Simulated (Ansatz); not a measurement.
# CH₅OSi+ (SMILES CO[SiH2+]): one structure at several levels

The task here is to estimate one member of a computed series from the others.

Computed with Ansatz 0.2.0, Gaussian basis. Level: single points in def2-TZVPP.

Cores are frozen in the correlated methods.

### The starting structure

8 atoms, charge 1, spin multiplicity 1.

Atoms are counted from 1 here; the program's logs count them from 0.

Bond lengths: C1–O2 1.405 Å, C1–H4 1.089 Å, C1–H5 1.011 Å, C1–H6 1.084 Å, O2–Si3 1.564 Å, Si3–H7 1.444 Å, Si3–H8 1.485 Å. Angles: O2–C1–H4 108.9°, O2–C1–H5 106.7°, O2–C1–H6 110.4°, H4–C1–H5 114.9°, H4–C1–H6 104.0°, H5–C1–H6 112.0°, C1–O2–Si3 178.6°, O2–Si3–H7 115.7°, O2–Si3–H8 117.9°, H7–Si3–H8 126.3°.

As a file:

```xyz
8
charge 1, multiplicity 1
C    -0.5755    1.1000   -0.4437
O     0.0322   -0.0791    0.0199
Si    0.7432   -1.3764    0.5269
H    -1.1823    0.8636   -1.3169
H     0.1685    1.7643   -0.6100
H    -1.2926    1.4661    0.2822
H     1.9834   -1.1724    1.2379
H     0.0559   -2.6749    0.3120
```

Set-up of the first run:

run/in.yaml

```yaml
crystal:
  periodic: [false, false, false]
  atoms:
    - {symbol: C, position_ang: [-0.575500, 1.100000, -0.443700]}
    - {symbol: O, position_ang: [0.032200, -0.079100, 0.019900]}
    - {symbol: Si, position_ang: [0.743200, -1.376400, 0.526900]}
    - {symbol: H, position_ang: [-1.182300, 0.863600, -1.316900]}
    - {symbol: H, position_ang: [0.168500, 1.764300, -0.610000]}
    - {symbol: H, position_ang: [-1.292600, 1.466100, 0.282200]}
    - {symbol: H, position_ang: [1.983400, -1.172400, 1.237900]}
    - {symbol: H, position_ang: [0.055900, -2.674900, 0.312000]}
basis:
  gaussian: {orbitals: def2-TZVPP}
total_charge: 1
correlation: {method: ccsd_t}
output: {forces: true}
```

The command line of these runs was not kept.

Steps of the session up to this table: CCSD(T)/def2-TZVPP; PBE0-D4/def2-TZVPP; wB97M-V/def2-TZVPP; r2SCAN-D4/def2-TZVPP; PBE-D4/def2-TZVPP; r2SCAN0-D4/def2-TZVPP; LC-wPBE/def2-TZVPP.

One table of the session follows, with a row left open; its other results are not shown here.

```
    method  RMS force component (eV/Å)  angle to CCSD(T) forces (°)
   CCSD(T)                       1.151                    reference
   PBE0-D4                       1.138                          7.8
   wB97M-V                           ?                            ?
 r2SCAN-D4                       1.115                          4.4
    PBE-D4                       1.079                         13.6
r2SCAN0-D4                       1.166                          6.8
   LC-wPBE                       1.185                          5.7
```

**Question.** Estimate the row for wB97M-V.

The run gave: RMS force component (eV/Å): 1.140; angle to CCSD(T) forces (°): 2.0. In the column «RMS force component (eV/Å)» it lies between PBE0-D4 (1.138) and CCSD(T) (1.151).
